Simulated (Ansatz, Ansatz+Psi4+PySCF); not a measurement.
```yaml
atoms:
  - { symbol: C, position_ang: [-1.6179, -0.3583, 0.0000] }
  - { symbol: C, position_ang: [-0.4940, 0.6586, 0.0000] }
  - { symbol: Cl, position_ang: [1.1423, -0.1503, 0.0000] }
  - { symbol: H, position_ang: [-2.5793, 0.1659, -0.0014] }
  - { symbol: H, position_ang: [-1.5740, -0.9956, -0.8850] }
  - { symbol: H, position_ang: [-1.5757, -0.9939, 0.8864] }
  - { symbol: H, position_ang: [-0.5092, 1.2887, -0.8874] }
  - { symbol: H, position_ang: [-0.5091, 1.2886, 0.8875] }
```

Basis set: cc-pVTZ on H, C; cc-pV(T+d)Z on Cl (spherical functions). Correlated methods keep 7 orbitals frozen. Charge 0, multiplicity 1.

Computed with Ansatz (development build ahead of 0.2.0); each method stands on the lowest determinant of its kind that the runs found. Restricted open shells among the atoms or ions are ROHF, correlated in semicanonical orbitals with singles.

The atomization energy at this shape (free ground-state atoms in the same class of orbitals less the molecule, no zero-point energy) of singlet C2H5Cl:

| method | atomization energy |
| --- | --- |
| RHF-MP2 | 681.40 kcal/mol |

(1) What does RHF give?

Results:

(1) 531.66 kcal/mol.
